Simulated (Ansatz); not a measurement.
Input file for Ansatz (a program for electronic structure): R-HF/def2-TZVPP on methane (SMILES C), atoms moved off the minimum.

Ansatz 0.2 input:
```yaml
crystal:
  periodic: [false, false, false]
  atoms:
    - {symbol: C, position_ang: [0.06918205, -0.09308673, 0.07060956]}
    - {symbol: H, position_ang: [-0.83609974, -0.10604023, -0.76076553]}
    - {symbol: H, position_ang: [0.02000461, 1.12103136, -0.09280943]}
    - {symbol: H, position_ang: [-0.29461418, -0.41922932, 0.96212888]}
    - {symbol: H, position_ang: [1.00546189, -0.41996560, -0.17361294]}
basis:
  gaussian:
    orbitals: def2-TZVPP
hamiltonian:
  xc: {name: HF}
scf: {lower_state_search: off}
output: {forces: true}
```

Problem. Predict the final total energy.

Solution. -40.1716 hartree.
